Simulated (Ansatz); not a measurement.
The input, for Ansatz 0.2.0:

```yaml
crystal:
  periodic: [false, false, false]
  atoms:
    - {symbol: Br, position_ang: [-0.430287, 0.000000, 0.000000]}
    - {symbol: H, position_ang: [1.281713, 0.000000, 0.000000]}
    - {symbol: B, position_ang: [2.499713, 0.000000, 0.000000]}
    - {symbol: H, position_ang: [3.008786, 0.000000, 1.077008]}
    - {symbol: H, position_ang: [3.008786, 0.000000, -1.077008]}
basis:
  gaussian: {orbitals: STO-3G, point_charges: [{charge: 0.50, position_ang: [7.972, 0.270, -0.842]}]}
magnetization: {spin_polarized: true, initial_magnetization: 1}
correlation: {method: bccd_t, electrons: valence}
```

```sh
$ ansatz run in.yaml --threads 1 --pin off --events-out ev --progress --plain --max-ram 2393MiB
```

The program prints:

```
279 factors; integrals over basis functions are off by at most 2.9e-5 eV
mean field evaluation 1: about -69948.8294 eV, gradient 1.2e1 eV
mean field evaluation 2: about -69948.8460 eV, gradient 1.2e1 eV
mean field evaluation 4: about -69951.3173 eV, gradient 1.9e0 eV
mean field evaluation 8: about -69951.3974 eV, gradient 1.4e-2 eV
mean field evaluation 16: about -69951.3813 eV, gradient 3.8e-1 eV
mean field evaluation 32: about -69951.3967 eV, gradient 1.1e-1 eV
mean field evaluation 64: about -69938.3520 eV, gradient 1.2e-1 eV
mean field evaluation 96: about -69950.1256 eV, gradient 1.6e-2 eV
mean field evaluation 128: about -69941.5965 eV, gradient 3.9e0 eV
mean field evaluation 160: about -69944.8788 eV, gradient 6.6e0 eV
mean field evaluation 192: about -69950.0679 eV, gradient 1.8e0 eV
mean field evaluation 224: about -69947.6386 eV, gradient 4.6e-3 eV
mean field -69951.39739199 eV, -2570.6664393954 hartree, gradient 2.4e-6 eV, S^2 0.756872; 8 other end points of the search recorded, 0 dependent functions left out
determinant -69951.39739199 eV, -2570.6664393954 hartree, with singles and doubles -69952.89467483 eV, -2570.7214635251 hartree
determinant -69950.12561740 eV, -2570.6197025415 hartree, with singles and doubles -69951.58221038 eV, -2570.6732313461 hartree
determinant -69950.09911256 eV, -2570.6187285064 hartree, with singles and doubles -69951.55593440 eV, -2570.6722657217 hartree
10 core orbitals not correlated: weight in the atoms' cores, before any rotation towards them, 1.000 or more for the frozen orbitals, at most 0.000 for the correlated occupied ones
reference -69951.39739199 eV, -2570.6664393954 hartree; 12, 11 occupied and 4, 5 virtual orbitals, 279 factors
second order -1.02732349 eV of doubles, -0.00000000 eV of singles
cycle   1  -1.49690776 eV  change    3.8e-4 eV  update   1.3e-3
cycle   2  -1.49654110 eV  change    3.7e-4 eV  update   3.7e-4
cycle   3  -1.49644170 eV  change    9.9e-5 eV  update   1.8e-4
cycle   4  -1.49645328 eV  change   -1.2e-5 eV  update   8.7e-5
cycle   5  -1.49649637 eV  change   -4.3e-5 eV  update   4.8e-5
cycle   6  -1.49649537 eV  change    1.0e-6 eV  update   1.1e-5
perturbative correction -0.00873540 eV, -0.0003210201 hartree
Total energy: -69952.90262276 eV, -2570.7217556062 hartree
```

Ran on 1 thread of Intel Xeon 6975P-C, shared host: 0.72 s wall, 0.18 GiB peak host memory.
